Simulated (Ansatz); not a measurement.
A calculation with Ansatz (development build ahead of 0.2.0).

```yaml
crystal:
  periodic: [false, false, false]
  atoms:
    - { symbol: H, position_ang: [-0.00759, -0.00423, 1.47872] }
    - { symbol: C, position_ang: [-0.00404, -0.00466, 0.35981] }
    - { symbol: C, position_ang: [1.46268, 0.00048, -0.08991] }
    - { symbol: C, position_ang: [-0.71759, 1.25558, -0.09301] }
    - { symbol: C, position_ang: [-0.73031, -1.25797, -0.08508] }
    - { symbol: H, position_ang: [1.51283, -0.00951, -1.19592] }
    - { symbol: H, position_ang: [1.99387, 0.89468, 0.2765] }
    - { symbol: H, position_ang: [1.99744, -0.89188, 0.27655] }
    - { symbol: H, position_ang: [-0.76707, 1.31051, -1.19262] }
    - { symbol: H, position_ang: [-1.76882, 1.2718, 0.26478] }
    - { symbol: H, position_ang: [-0.22476, 2.16807, 0.25838] }
    - { symbol: H, position_ang: [-0.76295, -1.31905, -1.18999] }
    - { symbol: H, position_ang: [-0.2286, -2.17236, 0.27746] }
    - { symbol: H, position_ang: [-1.77282, -1.28714, 0.27323] }
basis:
  gaussian: { orbitals: cc-pVDZ }
hamiltonian:
  xc: hf
correlation:
  method: mp2
  frozen_orbitals: { C: 1, H: 0 }
```

The input is written out in the form of the current development build from the run's settings.

The run gave:

```json
{
 "Converged": "yes",
 "Reference energy": "-157.30906 hartree",
 "Correlation energy": "-0.59189 hartree",
 "Total energy": "-157.90095 hartree",
 "Spin squared of the determinant": "0.000"
}
```
